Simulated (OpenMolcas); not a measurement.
# What doublet [PF3]− costs in OpenMolcas

[PF3]− has 4 atoms, charge -1, and is taken as a doublet. As SMILES of the parent species, `FP(F)F`. The coordinates come from a PBE0-D4/def2-TZVP relaxation. That shape belongs to the parent species and isn't relaxed for this state.

```xyz
4

F     0.8344   -0.6632    0.8745
P    -0.2975    0.3146    0.3923
F    -1.0619   -0.6965   -0.5369
F     0.5250    1.0452   -0.7300
```

Program: OpenMolcas 26.06. Hardware: 1 thread of Arm Neoverse V2, shared host, so times are rough. Two-electron integrals are exact unless an approximation is named.

(1) Estimate their order by wall time, quickest first.
A. energy at UPBE0/6-311+G**, grid UltraFine
B. energy at UBHLYP/6-311+G**, grid UltraFine
C. energy at UB3LYP/6-31G* (spherical functions), grid UltraFine
D. energy at UHF/STO-3G

## Answers

(1) D (2.9 s), C (23 s), A (59 s), B (2.7 min).
